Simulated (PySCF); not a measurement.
# Orbital picture of BO⁺

PBE0 at R = 1.187 Å; basis B def2-TZVPPD, O def2-TZVPPD; no relativity; PySCF 2.14. State: ¹Σ⁺ (singlet), closed shell. Only the outer orbitals are listed, counted within each symmetry.

| orbital | occ. | ε (eV) | on B (%) | main shells (%) |
| --- | --- | --- | --- | --- |
| 3σ | 2 | -37.76 | 32 | 64 O s, 16 B s, 14 B p |
| 4σ | 2 | -21.60 | 22 | 58 O p, 21 B s, 19 O s |
| 1π | 2 | -20.00 | 28 | 71 O p, 26 B p |
| 1π | 2 | -20.00 | 28 | 71 O p, 26 B p |
| 5σ | 0 | -16.00 | 87 | 44 B s, 42 B p, 8 O p |
| 2π | 0 | -8.90 | 79 | 72 B p, 20 O p |
| 2π | 0 | -8.90 | 79 | 72 B p, 20 O p |

Problem. Which are the highest filled and the lowest empty level, where do they sit, and how wide is the gap?

Solution. Highest filled 1π at -20.00 eV (in %: 71 O p, 26 B p); lowest empty 5σ at -16.00 eV (in %: 44 B s, 42 B p, 8 O p); the gap at PBE0 is 4.00 eV.

- bond order (Mayer): 2.76
- ⟨S²⟩: 0.000
- charge on B (Mulliken, basis-dependent): 0.76
- charge on B (Löwdin, basis-dependent): 0.63
- dipole moment (positive dipole points towards O; it is taken about the centre of mass and depends on that origin): -5.90 D
- polarisability along the bond: 16.6 bohr³
- polarisability across the bond: 13.7 bohr³
